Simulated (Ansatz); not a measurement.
**C₂H₈Si: up Jacob's ladder to CCSD(T)**

Aim: compute C₂H₈Si with functionals from several rungs and with coupled cluster, and see how far each lands from CCSD(T) at the basis-set limit for the atomisation energy.

Program: Ansatz 0.2.0, Gaussian basis. Level of theory: functionals in def2-TZVPP, the program's frozen cores in correlated methods. These are calculated values, not measurements.

Levels to be run: LDA (SPW92), PBE-D4, revPBE-D4, BLYP-D4, r2SCAN-D4, B97M-V, PBE0-D4, B3LYP-D4, r2SCANh-D4, r2SCAN0-D4, HSE06-D4, BHLYP-D4, CAM-B3LYP-D4, LC-ωPBE, ωB97X-V, ωB97M-V, B2PLYP, PBE-QIDH; CCSD(T)/def2-SVP; CCSD(T)/def2-TZVPP; MP2/def2-QZVPP; extrapolation to the limit; RPA on PBE.

## 1. The relaxed structure

All runs share one geometry, relaxed beforehand with PBE0-D4 in a triple-zeta def2 set.

SMILES `CC[SiH3]`, 11 atoms, charge 0, spin multiplicity 1.

Atoms are counted from 1 here; the program's logs count them from 0.

Bond lengths: C1–C2 1.526 Å, C1–H4 1.093 Å, C1–H5 1.093 Å, C1–H6 1.093 Å, C2–Si3 1.876 Å, C2–H7 1.095 Å, C2–H8 1.095 Å, Si3–H9 1.489 Å, Si3–H10 1.489 Å, Si3–H11 1.489 Å. Angles: C2–C1–H4 111.6°, C2–C1–H5 111.4°, C2–C1–H6 111.4°, H4–C1–H5 107.5°, H4–C1–H6 107.5°, H5–C1–H6 107.3°, C1–C2–Si3 113.4°, C1–C2–H7 110.5°, C1–C2–H8 110.5°, Si3–C2–H7 108.1°, Si3–C2–H8 108.1°, H7–C2–H8 106.0°, C2–Si3–H9 110.4°, C2–Si3–H10 110.4°, C2–Si3–H11 111.1°, H9–Si3–H10 108.0°, H9–Si3–H11 108.5°, H10–Si3–H11 108.5°.

## 2. LDA

This LDA is Slater exchange with PW92 correlation.

in.yaml

```yaml
crystal:
  periodic: [false, false, false]
  atoms:
    - {symbol: C, position_ang: [-0.823549, 1.066924, -0.423604]}
    - {symbol: C, position_ang: [-0.543207, -0.415636, -0.195651]}
    - {symbol: Si, position_ang: [1.152616, -0.749698, 0.534646]}
    - {symbol: H, position_ang: [-1.817422, 1.227676, -0.849021]}
    - {symbol: H, position_ang: [-0.097074, 1.509072, -1.110417]}
    - {symbol: H, position_ang: [-0.771575, 1.630891, 0.511389]}
    - {symbol: H, position_ang: [-0.623580, -0.969857, -1.137005]}
    - {symbol: H, position_ang: [-1.293674, -0.848809, 0.474370]}
    - {symbol: H, position_ang: [1.294203, -0.066462, 1.850540]}
    - {symbol: H, position_ang: [2.217433, -0.232745, -0.369431]}
    - {symbol: H, position_ang: [1.371131, -2.208456, 0.734784]}
basis:
  gaussian: {orbitals: def2-TZVPP}
hamiltonian: {xc: lda}
output: {orbitals: {seedname: orbitals}}
```

After this run come: PBE-D4 (GGA); revPBE-D4 (GGA); BLYP-D4 (GGA); r2SCAN-D4 (meta-GGA); B97M-V (meta-GGA); PBE0-D4 (hybrid); B3LYP-D4 (hybrid); r2SCANh-D4 (hybrid); r2SCAN0-D4 (hybrid); HSE06-D4 (hybrid); BHLYP-D4 (hybrid); CAM-B3LYP-D4 (range-separated); LC-ωPBE-D4 (range-separated); ωB97X-V (range-separated); ωB97M-V (range-separated); B2PLYP (double hybrid); PBE-QIDH (double hybrid); CCSD(T) in def2-SVP; CCSD(T) in def2-TZVPP; MP2 in def2-QZVPP; RPA on PBE orbitals.

Before running them: what should the planned runs give, taken together? Wanted: atomisation energy, CCSD(T)/CBS; farthest beyond LDA; mean size of error, GGA; mean size of error, meta-GGA; mean size of error, hybrid; mean size of error, range-separated; mean size of error, double hybrid; gap, smallest and largest; T1 diagnostic.

The runs gave:

| quantity | value |
| --- | --- |
| atomisation energy, CCSD(T)/CBS | 921.0 kcal/mol |
| functionals within 4.6 kcal/mol (0.5 %) | PBE-D4, r2SCAN-D4, B97M-V, PBE0-D4, B3LYP-D4, r2SCANh-D4, HSE06-D4, CAM-B3LYP-D4, ωB97X-V, ωB97M-V |
| farthest beyond LDA | revPBE-D4 (-12.8 kcal/mol) |
| mean size of error, GGA | 7.5 kcal/mol |
| mean size of error, meta-GGA | 1.3 kcal/mol |
| mean size of error, hybrid | 4.5 kcal/mol |
| mean size of error, range-separated | 3.5 kcal/mol |
| mean size of error, double hybrid | 7.9 kcal/mol |
| gap, smallest and largest | 7.02 eV (LDA (SPW92)), 14.02 eV (LC-ωPBE) |
| T1 diagnostic | 0.0095 |
| triples share of the correlation energy | 3.4 % |

**Reading.** The LDA atomisation energy is off by 100.9 kcal/mol (11 %): it overbinds. PBE-D4 misses by +1.4 kcal/mol. Double hybrids carry the basis error of their MP2 part in triple zeta, and no dispersion term here, so their miss is partly the set-up's. The rungs meta-GGA, range-separated, hybrid miss on average by less than the doubt on the reference (4.6 kcal/mol), so they tie. Misses under about 4.6 kcal/mol are within the doubt on the reference itself, which lacks core-valence correlation, relativity and higher excitations. Hartree-Fock recovers 77 % of the binding; the rest is correlation. CCSD(T) in def2-SVP is off by -41.2 kcal/mol, which most functionals beat. Orbital gaps span 7.0 to 14.0 eV; exact exchange widens them.
